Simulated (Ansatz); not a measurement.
Basis-set series for C$_{4}$H$_{6}$O (`C=C=CCO`). Total charge 0; spin multiplicity 1. The geometry is a stationary point of PBE0-D4/def2-TZVP. It is one conformer, not always the lowest.

```json
{"atom": "C1", "x (Å)": "-1.0589", "y (Å)": "1.4092", "z (Å)": "-1.4494"}
{"atom": "C2", "x (Å)": "-0.3886", "y (Å)": "0.9110", "z (Å)": "-0.4534"}
{"atom": "C3", "x (Å)": "0.2937", "y (Å)": "0.3990", "z (Å)": "0.5301"}
{"atom": "C4", "x (Å)": "0.8888", "y (Å)": "-0.9787", "z (Å)": "0.4998"}
{"atom": "O5", "x (Å)": "0.4001", "y (Å)": "-1.7910", "z (Å)": "1.5470"}
{"atom": "H6", "x (Å)": "-2.1329", "y (Å)": "1.2749", "z (Å)": "-1.5291"}
{"atom": "H7", "x (Å)": "-0.5657", "y (Å)": "1.9801", "z (Å)": "-2.2296"}
{"atom": "H8", "x (Å)": "0.4358", "y (Å)": "0.9751", "z (Å)": "1.4422"}
{"atom": "H9", "x (Å)": "0.7160", "y (Å)": "-1.4332", "z (Å)": "-0.4828"}
{"atom": "H10", "x (Å)": "1.9693", "y (Å)": "-0.9209", "z (Å)": "0.6562"}
{"atom": "H11", "x (Å)": "-0.5574", "y (Å)": "-1.8254", "z (Å)": "1.4689"}
```

```tsv
functional	basis	functions	energy (Eh)	HOMO (eV)	LUMO (eV)
PBE0-D4	def2-SVP	100	-230.74625	-7.39	0.29
PBE0-D4	def2-TZVPP	239	-231.01078	-7.52	0.10
ωB97M-V	def2-SVP	100	-230.90489	-9.66	2.41
ωB97M-V	def2-TZVPP	239	-231.18083	-9.78	2.08
```

Question: Give the rows for def2-QZVPP. (An estimate is asked.)

Answer: Ansatz gave: 
```
functional       basis  functions  energy (Eh)  HOMO (eV)  LUMO (eV)
   PBE0-D4  def2-QZVPP        465   -231.02374      -7.56       0.00
   ωB97M-V  def2-QZVPP        465   -231.19323      -9.81       1.66
```

Positive LUMOs are unbound and depend on the basis.
